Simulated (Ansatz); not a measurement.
**H$_{2}$Ge–AsH⁺, doublet: the ladder up to UCCSDT(Q)**

Geometry: that of the H2Ge–AsH, singlet, kept fixed.

```yaml
atoms:
  - { symbol: Ge, position_ang: [0.0000, 0.0130, 1.1097] }
  - { symbol: As, position_ang: [0.0000, -0.0326, -1.1138] }
  - { symbol: H, position_ang: [0.0000, 1.2621, 2.0021] }
  - { symbol: H, position_ang: [0.0000, -1.2714, 1.9501] }
  - { symbol: H, position_ang: [0.0000, 1.4941, -1.1312] }
```

Basis cc-pVDZ; Ansatz 0.2.0. Correlated methods freeze the noble-gas cores and the filled d shells of p-block atoms, which leaves 11 electrons in 41 orbitals. R marks a restricted (for open shells ROHF) determinant, U an unrestricted one. Active spaces: valence = (11e, 11o) chosen from the atoms' valence shells. No spin–orbit coupling is included, and no scalar relativity.

Full CI isn't at hand for all of this; UCCSDT(Q) serves as the reference, and is uncertain by about the last step of the cluster series. The frozen core follows each run's orbitals, which can shift R against U totals by a few meV for light atoms and by up to 0.1 eV past Ca.

- UHF ⟨S²⟩: 0.758
- T1 diagnostic (RCCSD): 0.0181
- largest doubles amplitude (RCCSD): 0.052
- T1 diagnostic (UCCSD): 0.0182

| level | E − E(RHF) (eV) |
| --- | --- |
| UHF | -0.0747 |
| UMP2 | -4.5242 |
| UCCSD | -5.5513 |
| UCCSD(T) | -5.7050 |

Question: Estimate how far UCCSDT(Q) in cc-pVDZ lies from UCCSD(T). The table doesn't fix it; the size of (T) and the diagnostics are the guide.

Answer: UCCSDT(Q) in cc-pVDZ lies 3.8 kJ/mol below UCCSD(T), which is 25 % of the (T) step (-14.8 kJ/mol). The diagnostics give no warning, yet the rest is a sizeable part of (T).

The other levels:

| level | E − E(UCCSDT(Q)) (kJ/mol) | share of correlation (%) | wall time |
| --- | --- | --- | --- |
| UCCSDT | 0.8 | 99.86 | – |

The correlation energy at UCCSDT(Q), counted from RHF, is -5.744 eV. That run took 8.5 s on 2 threads of AMD EPYC 7R13 with a shared H100 80 GB, shared host.

Run but not shown, since their state or frozen core can't be matched to the reference's or they repeat it: RHF, RMP2, CISD, RCCSD, RCCSD(T), BCCD(T), RCCSDT, RCCSDT(Q), CASSCF (valence space), NEVPT2 (valence space), MRCISD (valence space), MRCISD+Q (valence space).

Times hold each run's SCF and search for its determinant on a shared host, so for small cases they say little of a method's own cost; they ran on 1 thread of AMD EPYC 7R13.

Natural occupations of CASSCF (valence space) about the gap: 1.989 1.980 1.970 1.965 1.954 0.996 0.044 0.034 0.027 0.022; effectively unpaired electrons, Σ n²(2−n)², 1.04.
